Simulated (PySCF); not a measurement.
Which determinant of BP lies lowest?

Unrestricted PBE0; basis B x2c-SVPall, P x2c-SVPall; spin-free X2C with a Gaussian nucleus; PySCF 2.14. Outer shells of the fragments: B 2s2 2p1; P 3s2 3p3.

Followed along the bond (rough minima from three points):

```csv
2Ms+1,unpaired,⟨S²⟩ at the start,R at minimum (Å),Te (eV)
3,"σ ↑, π ↑",2.01,1.75,0.00
1,"σ ↓, π ↑",1.05,1.75,0.15
1,none,0.00,none in the scan,≤ 0.88
3,π ↑↑,2.01,none in the scan,≤ 1.08
1,π ↑↓,1.01,none in the scan,≤ 1.41
```

Solutions found at the starting distance of 1.880 Å, counted from the lowest of them; the search is not exhaustive and high or unbound solutions are not listed, so other states can lie among these:

```json
{"2Ms+1": "3", "unpaired": "σ ↑, π ↑", "term": "³Π", "E (eV)": "0.00", "⟨S²⟩": "2.01", "⟨Lz²⟩": "1.02", "μ (D)": "-0.36"}
{"2Ms+1": "1", "unpaired": "σ ↓, π ↑", "term": "mixed", "E (eV)": "0.12", "⟨S²⟩": "1.05", "⟨Lz²⟩": "1.00", "μ (D)": "-0.40"}
{"2Ms+1": "3", "unpaired": "π ↑↑", "term": "³Σ⁻", "E (eV)": "0.87", "⟨S²⟩": "2.01", "⟨Lz²⟩": "0.00", "μ (D)": "2.26"}
{"2Ms+1": "1", "unpaired": "π ↑↓", "term": "mixed", "E (eV)": "1.20", "⟨S²⟩": "1.01", "⟨Lz²⟩": "2.01", "μ (D)": "2.35"}
{"2Ms+1": "1", "unpaired": "none", "term": "¹Σ⁺", "E (eV)": "1.22", "⟨S²⟩": "0.00", "⟨Lz²⟩": "0.00", "μ (D)": "-1.02"}
{"2Ms+1": "5", "unpaired": "σ ↑, π ↑↑↑", "term": "⁵Π", "E (eV)": "2.12", "⟨S²⟩": "6.00", "⟨Lz²⟩": "1.00", "μ (D)": "0.65"}
{"2Ms+1": "1", "unpaired": "none", "term": "mixed", "E (eV)": "2.20", "⟨S²⟩": "0.00", "⟨Lz²⟩": "2.00", "μ (D)": "2.63"}
{"2Ms+1": "3", "unpaired": "σ ↑, π ↑↑↓", "term": "mixed", "E (eV)": "2.65", "⟨S²⟩": "3.01", "⟨Lz²⟩": "3.02", "μ (D)": "0.58"}
{"2Ms+1": "3", "unpaired": "σ ↓, π ↑↑↑", "term": "mixed", "E (eV)": "2.94", "⟨S²⟩": "3.02", "⟨Lz²⟩": "1.00", "μ (D)": "1.16"}
{"2Ms+1": "3", "unpaired": "σ ↑↑", "term": "³Σ⁺", "E (eV)": "3.05", "⟨S²⟩": "2.25", "⟨Lz²⟩": "0.00", "μ (D)": "0.34"}
```

A term symbol is given only where ⟨S²⟩ and ⟨Lz²⟩ are close to those of a pure state; real π, δ and φ orbitals otherwise mix terms. A positive dipole means B(−)P(+).
